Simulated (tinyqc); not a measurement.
UHF in the sto-6g basis, for H2O+, spin multiplicity 2, step by step (part 3 of 3). Computed by tinyqc, a small Python program that keeps every step (integrals from PySCF). Command: `OMP_NUM_THREADS=1 python tinyqc.py 31734 31735 out.jsonl` (the two numbers bound the seeds that draw the settings). One thread of a shared host (Intel(R) Xeon(R) Processor @ 2.60GHz), about 0.2 s of CPU time with the checks.

Geometry (angstrom):
```
atom        x         y        z
O     0.00000   0.00000  0.00000
H     0.00000   0.93000  0.60300
H     0.00000  -0.93000  0.60300
```

## Convergence

Stop when the energy changes by less than 1e-10 hartree and every element of the error matrix X^T (F D S - S D F) X (for each spin) is below 3e-06.

Course of the cycle:
```
iteration  E (hartree)     change  largest element of the error matrix
1          -71.6413797          -                             3.10e+00
2          -74.5394442  -2.90e+00                             1.83e-01
3          -74.9201726  -3.81e-01                             1.27e-01
4          -75.1680566  -2.48e-01                             1.22e-01
5          -75.3173527  -1.49e-01                             5.99e-02
6          -75.3380239  -2.07e-02                             3.27e-02
7          -75.3451119  -7.09e-03                             3.10e-02
8          -75.3508168  -5.70e-03                             2.81e-02
9          -75.3583739  -7.56e-03                             2.30e-02
10         -75.3649413  -6.57e-03                             1.52e-02
11         -75.3681091  -3.17e-03                             7.96e-03
12         -75.3690617  -9.53e-04                             2.72e-03
13         -75.3691994  -1.38e-04                             9.00e-04
14         -75.3692139  -1.45e-05                             3.09e-04
15         -75.3692154  -1.49e-06                             1.89e-04
16         -75.3692157  -3.14e-07                             8.50e-05
17         -75.3692158  -6.10e-08                             2.68e-05
18         -75.3692158  -9.59e-09                             6.20e-06
19         -75.3692158  -8.99e-10                             2.64e-06
20         -75.3692158  -1.53e-10                             1.34e-06
21         -75.3692158  -2.18e-11                             6.46e-07
```

PySCF UHF in the same basis, after a stability check = -75.3692158 hartree

Converged in 21 iterations.

## Populations, bond orders and dipole

D(alpha) after iteration 21:
```
           1O 1s     1O 2s   1O 2px    1O 2py    1O 2pz     2H 1s     3H 1s
1O 1s    1.05384  -0.23180  0.00000   0.00000   0.02821  -0.00877  -0.00877
1O 2s   -0.23180   1.01256  0.00000   0.00000  -0.17310   0.00858   0.00858
1O 2px   0.00000   0.00000  1.00000   0.00000   0.00000   0.00000   0.00000
1O 2py   0.00000   0.00000  0.00000   0.56526   0.00000   0.23613  -0.23613
1O 2pz   0.02821  -0.17310  0.00000   0.00000   0.79642   0.18091   0.18091
2H 1s   -0.00877   0.00858  0.00000   0.23613   0.18091   0.14210  -0.05517
3H 1s   -0.00877   0.00858  0.00000  -0.23613   0.18091  -0.05517   0.14210
```

D(beta) after iteration 21:
```
           1O 1s     1O 2s   1O 2px    1O 2py    1O 2pz     2H 1s     3H 1s
1O 1s    1.05171  -0.22065  0.00000   0.00000   0.03929  -0.01487  -0.01487
1O 2s   -0.22065   0.95832  0.00000   0.00000  -0.23042   0.02703   0.02703
1O 2px   0.00000   0.00000  0.00000   0.00000   0.00000   0.00000   0.00000
1O 2py   0.00000   0.00000  0.00000   0.47064   0.00000   0.25703  -0.25703
1O 2pz   0.03929  -0.23042  0.00000   0.00000   0.73885   0.21025   0.21025
2H 1s   -0.01487   0.02703  0.00000   0.25703   0.21025   0.20990  -0.07085
3H 1s   -0.01487   0.02703  0.00000  -0.25703   0.21025  -0.07085   0.20990
```

overlap S:
```
          1O 1s    1O 2s   1O 2px    1O 2py   1O 2pz    2H 1s     3H 1s
1O 1s   1.00000  0.23114  0.00000   0.00000  0.00000  0.03914   0.03914
1O 2s   0.23114  1.00000  0.00000   0.00000  0.00000  0.38352   0.38352
1O 2px  0.00000  0.00000  1.00000   0.00000  0.00000  0.00000   0.00000
1O 2py  0.00000  0.00000  0.00000   1.00000  0.00000  0.28267  -0.28267
1O 2pz  0.00000  0.00000  0.00000   0.00000  1.00000  0.18328   0.18328
2H 1s   0.03914  0.38352  0.00000   0.28267  0.18328  1.00000   0.14961
3H 1s   0.03914  0.38352  0.00000  -0.28267  0.18328  0.14961   1.00000
```

Mulliken: Z minus the diagonal of D S on the atom; Loewdin: the same with S^(1/2) D S^(1/2); Mayer order: 2 sum_s sum (D(s) S)_ij (D(s) S)_ji over the two atoms.

Charges (e):
```
atom  Mulliken  Loewdin  Mulliken spin
1O     0.11393  0.25723        1.16715
2H     0.44303  0.37139       -0.08358
3H     0.44303  0.37139       -0.08358
```

Mayer bond orders:
```
pair    order
2-1   0.78027
3-1   0.78027
3-2   0.01647
```

dipole moment about the origin, x y z (debye): 0.00000  0.00000  3.07368

<S^2> of the determinant (pure state: 0.75) = 0.76246
